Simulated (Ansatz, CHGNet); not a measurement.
For anatase TiO2 (metastable phase), the machine-learned potential CHGNet-r²SCAN (trained on r²SCAN data) gives:

| Quantity | Value |
|---|---|
| lattice constant a | 3.794 Å |
| lattice parameter c | 9.547 Å |

Task: What does r²SCAN+rVV10 in Ansatz (plane waves, PAW) give for the same quantities?

Result: 
- lattice constant a: 3.775 Å (drops by 0.5 %)
- lattice parameter c: 9.530 Å (shrinks by 0.2 %)

For comparison: lattice constant a 3.784 Å (measured, room temperature, not corrected to a static lattice; as tabulated in Horn, Schwerdtfeger, Meagher, Refinement of the structure of anatase at several …); lattice parameter c 9.514 Å (measured, room temperature, no zero-point or thermal correction; as tabulated in Horn, Schwerdtfeger, Meagher, Refinement of the structure of anatase at several …).

Changes are worked out from the printed values.

Unless a cell is named, each level is at its own relaxed cell (CHGNet-r²SCAN 11.45, r²SCAN+rVV10 11.32 Å³/atom).

Ansatz's density-functional and Hartree–Fock values are scalar-relativistic unless marked +SOC, with PAW data made under PBE.

Ansatz is a program for electronic structure.
